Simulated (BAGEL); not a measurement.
# CH3AlO (SMILES [CH3][Al]=[O]), step by step

We compute the energy (HF/6-31G*), then a single-point energy (NEVPT2(2,2)/6-31G*), then a single-point energy (CASPT2(2,2)/6-31G*) of CH3AlO. 

Program for the calculation: BAGEL 1.2.2.

### 1 Starting point

CH3AlO has 6 atoms, charge 0, and is taken as a singlet. As SMILES, `[CH3][Al]=[O]`. One bond was lengthened or shortened from a relaxed shape.

Bond lengths: C1–Al2 1.935 Å, Al2–O3 1.596 Å, C1–H4 1.092 Å, C1–H5 0.929 Å, C1–H6 1.092 Å. Angles: C1–Al2–O3 180.0°, Al2–C1–H4 110.5°, Al2–C1–H5 110.5°, Al2–C1–H6 110.5°, H4–C1–H5 108.4°, H4–C1–H6 108.4°, H5–C1–H6 108.4°.

### 2 The energy at HF/6-31G(d) (density fitting with svp-jkfit, spherical functions) (run 1)

The input, job.json:

```json
{ "bagel": [

{
  "title": "molecule",
  "basis": "6-31gs.json",
  "df_basis": "svp-jkfit",
  "angstrom": false,
  "geometry": [
    { "atom": "C", "xyz": [    -1.05474308,     0.95923254,    -0.45538620 ] },
    { "atom": "Al", "xyz": [     1.04134114,    -1.57224458,     1.14691258 ] },
    { "atom": "O", "xyz": [     2.77044054,    -3.66020297,     2.46896498 ] },
    { "atom": "H", "xyz": [    -0.15202091,     2.81286490,    -0.35806531 ] },
    { "atom": "H", "xyz": [    -2.61462507,     1.05994738,     0.34166248 ] },
    { "atom": "H", "xyz": [    -1.36635892,     0.48906868,    -2.44092144 ] }
  ]
},

{
  "title": "hf"
},

{
  "title": "print",
  "file": "orbitals.molden",
  "orbitals": true
}

]}
```

The basis set 6-31G* is read from a file made from the Basis Set Exchange's data (not shown).

On the command line:

```sh
$ BAGEL_NUM_THREADS=1 BAGEL job.json > job.out
```

Output:

```text
* using 1 threads per process

  ===============================================================
  ===============================================================

  *** Geometry ***

  { "atom" : "C", "xyz" : [     -1.054743,      0.959233,     -0.455386 ] },
  { "atom" : "Al", "xyz" : [      1.041341,     -1.572245,      1.146913 ] },
  { "atom" : "O", "xyz" : [      2.770441,     -3.660203,      2.468965 ] },
  { "atom" : "H", "xyz" : [     -0.152021,      2.812865,     -0.358065 ] },
  { "atom" : "H", "xyz" : [     -2.614625,      1.059947,      0.341662 ] },
  { "atom" : "H", "xyz" : [     -1.366359,      0.489069,     -2.440921 ] },

  Number of auxiliary basis functions:      334

  Since a DF basis is specified, we compute 2- and 3-index integrals:
    o Being stored without compression. Storage requirement is 0.007 GB

  Number of basis functions:       52
  Number of electrons      :       30

    * METHOD: MOLECULE                             0.08

  *** RHF ***

  === Nuclear Repulsion ===
    84.6192969054

      * DIIS with orbital gradients will be used.

  === RHF iteration (6-31gs.json) ===
      0       -355.95611297          0.03865738           0.02
      1       -355.64206733          0.06078396           0.02
      2       -356.32335299          0.00364882           0.01
[... 11 lines of this table left out ...]
     14       -356.32762110          0.00000001           0.02
    * SCF iteration converged.

    * Permanent dipole moment:
           (    1.410199,    -1.689854,     1.063786) a.u.

    * METHOD: HF                                   0.30

    * METHOD: PRINT                                0.00

  ===============================================================
```

It took 0.85 s on 1 thread of Intel Xeon 6975P-C (Granite Rapids), shared host; peak memory 0.081 GiB.

### 3 The energy at NEVPT2(2,2)/6-31G(d) (density fitting with svp-jkfit, spherical functions) (run 2)

The input, input.json:

```json
{ "bagel" : [

{
  "title" : "molecule",
  "basis" : "6-31gs.json",
  "df_basis" : "svp-jkfit",
  "geometry" : [
    { "atom" : "C", "xyz" : [ -1.05474308,  0.95923254, -0.45538620 ] },
    { "atom" : "Al", "xyz" : [  1.04134114, -1.57224458,  1.14691258 ] },
    { "atom" : "O", "xyz" : [  2.77044054, -3.66020297,  2.46896498 ] },
    { "atom" : "H", "xyz" : [ -0.15202091,  2.81286490, -0.35806531 ] },
    { "atom" : "H", "xyz" : [ -2.61462507,  1.05994738,  0.34166248 ] },
    { "atom" : "H", "xyz" : [ -1.36635892,  0.48906868, -2.44092144 ] }
  ]
},
{
  "title" : "hf"
},
{
  "title" : "casscf",
  "nstate" : 1,
  "nact" : 2,
  "nclosed" : 14,
  "active" : [9, 25],
  "maxiter" : 200,
  "natocc" : true
},
{
  "title" : "nevpt2",
  "nstate" : 1,
  "nact" : 2,
  "nclosed" : 14,
  "active" : [9, 25],
  "maxiter" : 200,
  "natocc" : true,
  "ncore" : 7
},
{
  "title" : "print",
  "file" : "orbitals.molden",
  "orbitals" : true
}

]}
```

The basis set 6-31G* is read from a file made from the Basis Set Exchange's data (not shown).

On the command line:

```sh
$ BAGEL_NUM_THREADS=1 BAGEL input.json > input.out
```

Output:

```text
* using 1 threads per process

  ===============================================================
  ===============================================================

  *** Geometry ***

[... 30 lines left out ...]
    * SCF iteration converged.
[... 1 line left out ...]
    * Permanent dipole moment:
[... 27 lines left out ...]
    * Second-order optimization converged. *
[... 9 lines left out ...]
     * ci vector, state   0, <S^2> = 0.0000
[... 3 lines left out ...]
    * METHOD: CASSCF                               0.67

    * freezing 7 orbitals

  === DF-NEVPT2 calculation ===

    * 3-index integral transformation done
    * assembly done

      NEVPT2 correlation energy:   -0.3686309572      0.03

          (+0)     -0.3233723855
          (+0)'    -0.0127387964
          (+1)     -0.0024957510
          (+1)'    -0.0000000000
          (+2)     -0.0001454413
          (-1)     -0.0231118445
          (-1)'     0.0000000000
          (-2)     -0.0067667385

      NEVPT2 total energy:       -356.7077953160

    * METHOD: NEVPT2                               0.05

    * METHOD: PRINT                                0.00

  ===============================================================
```

It took 1.4 s on 1 thread of Intel Xeon 6975P-C (Granite Rapids), shared host; peak memory 0.14 GiB.

### 4 A single-point energy at CASPT2(2,2)/6-31G(d) (density fitting with svp-jkfit, spherical functions) (run 3)

The input, caspt2.json:

```json
{ "bagel": [

{
  "title": "molecule",
  "basis": "6-31gs.json",
  "df_basis": "svp-jkfit",
  "geometry": [
    { "atom": "C", "xyz": [ -1.05474308,  0.95923254, -0.45538620 ] },
    { "atom": "Al", "xyz": [  1.04134114, -1.57224458,  1.14691258 ] },
    { "atom": "O", "xyz": [  2.77044054, -3.66020297,  2.46896498 ] },
    { "atom": "H", "xyz": [ -0.15202091,  2.81286490, -0.35806531 ] },
    { "atom": "H", "xyz": [ -2.61462507,  1.05994738,  0.34166248 ] },
    { "atom": "H", "xyz": [ -1.36635892,  0.48906868, -2.44092144 ] }
  ]
},
{ "title": "hf" },
{ "title": "casscf", "nstate": 1, "nact": 2, "nclosed": 14, "active": [9, 25], "maxiter": 200, "natocc": "true" },
{ "title": "print", "file": "orbitals.molden", "orbitals": "true" },
{ "title": "smith", "method": "caspt2", "ms": "true", "xms": "true", "sssr": "true", "shift": 0.2, "shift_imag": "true", "ncore": 7 }

]}
```

The basis set 6-31G* is read from a file made from the Basis Set Exchange's data (not shown).

On the command line:

```sh
$ BAGEL_NUM_THREADS=1 BAGEL caspt2.json > caspt2.out
```

Output:

```text
* using 1 threads per process

  ===============================================================
  ===============================================================

  *** Geometry ***

[... 32 lines left out ...]
    * Permanent dipole moment:
[... 37 lines left out ...]
     * ci vector, state   0, <S^2> = 0.0000
[... 21 lines left out ...]
       #      aibj      arbs      arbi      airj      risj      airs      arst      rist         Etot      error   time
[... 10 lines left out ...]
      ------------------------------------------------------------------------------------------------------------------

    * CASPT2 energy : state  0     -356.7112838054
        w/o shift correction       -356.7086260128
        reference weight              0.8786734850

    * METHOD: SMITH                                0.14

  ===============================================================
```

Wall time 1.7 s (1 thread of Intel Xeon 6975P-C (Granite Rapids), shared host); peak memory 0.15 GiB.

### 5 Summary of results

| quantity | value |
| --- | --- |
| run 1, HF/6-31G*: total energy | -356.32762 Eh |
| run 1, HF/6-31G*: dipole moment | 6.21 D |
| run 1, HF/6-31G*: HOMO energy | -10.39 eV |
| run 1, HF/6-31G*: LUMO energy | 1.55 eV |
| run 1, HF/6-31G*: HOMO–LUMO gap | 11.94 eV |
| run 2, NEVPT2(2,2)/6-31G*: total energy | -356.70780 Eh |
| run 3, CASPT2(2,2)/6-31G*: total energy | -356.71128 Eh |
